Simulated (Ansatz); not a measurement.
Ansatz (a first-principles code) input (B3LYP/6-31G*):

Ansatz 0.2 input:
```yaml
crystal:
  periodic: [false, false, false]
  atoms:
    - {symbol: C, position_ang: [1.49884883, 0.70762472, 0.00931252]}
    - {symbol: C, position_ang: [-0.03482522, 0.78610851, 0.00069203]}
    - {symbol: S, position_ang: [-0.86100948, -0.85892879, -0.00586166]}
    - {symbol: H, position_ang: [-0.34764510, 1.37881461, 0.87812101]}
    - {symbol: H, position_ang: [-0.33766751, 1.38080335, -0.87888913]}
    - {symbol: H, position_ang: [1.97792688, 1.70633733, 0.01316352]}
    - {symbol: H, position_ang: [1.84468894, 0.15625466, 0.89274473]}
    - {symbol: H, position_ang: [1.85470695, 0.15825146, -0.87138084]}
basis:
  gaussian:
    orbitals: 6-31G*
hamiltonian:
  xc: {name: B3LYP}
total_charge: -1
phonons: {temperatures: {t_min: 298.15, t_max: 298.15, t_step: 100}}
```

Question: Which harmonic wavenumbers does it give?

Answer: 279, 325, 664, 771, 965, 1013, 1060, 1281, 1289, 1406, 1505, 1510, 1530, 2928, 2950, 2958, 3058, 3095 cm⁻¹ (unscaled; negative means imaginary).
